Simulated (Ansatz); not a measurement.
**AlCl− (doublet): the correlation ladder, aug-cc-pVDZ**

Aim: climb from Hartree-Fock through coupled cluster for AlCl− (doublet) at one geometry and basis, and see what each rung misses.

The runs use Ansatz 0.2.0, Gaussian basis; aug-cc-pVDZ, core rule «outside noble gas», up to 10 orbitals frozen.

The runs, in order: UHF; CCSD(T) on ROHF; CCSD(T) on UHF; BCCD(T) on ROHF; CISD; CCSDT(Q) on ROHF; CCSDT(Q) on UHF.

22 further runs of the same task are left out: 9 for a known fault of the program, 3 that didn't finish, 10 set aside as unsound or not needed.

## (1) The geometry

The geometry is a PBE0/def2-TZVPD stationary point (not a proven minimum) of the parent state, kept for this charge and spin.

2 atoms, charge -1, spin multiplicity 2.

Atoms are counted from 1 here; the program's logs count them from 0.

Bond lengths: Al1–Cl2 2.216 Å.

Coordinates:

```xyz
2

Al    0.00000    0.00000    0.00000
Cl    0.00000    0.00000    2.21590
```

## (2) UHF

Contents of in.yaml:

```yaml
crystal:
  periodic: [false, false, false]
  atoms:
    - {symbol: Al, position_ang: [0.000000, 0.000000, 0.000000]}
    - {symbol: Cl, position_ang: [0.000000, 0.000000, 2.215900]}
basis:
  gaussian: {orbitals: aug-cc-pVDZ}
total_charge: -1
magnetization: {spin_polarized: true, initial_magnetization: 1}
hamiltonian: {xc: hf}
output: {orbitals: {seedname: orbitals}}
```

Started as:

```console
$ ansatz run in.yaml --threads 1 --pin off --events-out ev --progress --plain --max-ram 2393MiB
```

After this run come: CCSD(T) on ROHF; CCSD(T) on UHF; BCCD(T) on ROHF; CISD; CCSDT(Q) on ROHF; CCSDT(Q) on UHF.

Q: Predict the results of all the runs planned. Wanted: UCCSDT(Q) below the RHF energy; RMP2 from UCCSDT(Q); UMP2 from UCCSDT(Q); RCCSD from UCCSDT(Q); RCCSD(T) from UCCSDT(Q); UCCSD(T) from UCCSDT(Q); RCCSDT(Q) from UCCSDT(Q); T1 diagnostic.

**Answer**, as computed:

| quantity | value |
| --- | --- |
| UCCSDT(Q) below the RHF energy | -6.3832 eV |
| RMP2 from UCCSDT(Q) | +85.0 kJ/mol |
| UMP2 from UCCSDT(Q) | +86.5 kJ/mol |
| RCCSD from UCCSDT(Q) | +22.0 kJ/mol |
| RCCSD(T) from UCCSDT(Q) | +3.6 kJ/mol |
| UCCSD(T) from UCCSDT(Q) | +3.6 kJ/mol |
| RCCSDT(Q) from UCCSDT(Q) | +0.1 kJ/mol |
| levels within 1 kcal/mol (43 meV) | RCCSD(T), UCCSD(T), BCCD(T), RCCSDT, UCCSDT, RCCSDT(Q) |
| T1 diagnostic | 0.021 |

In words: RCCSD(T) misses by +3.6 kJ/mol, 0.6 % of the correlation energy. These misses are within one basis, not against nature; the frozen cores of restricted and unrestricted runs differ, which can shift their rows.
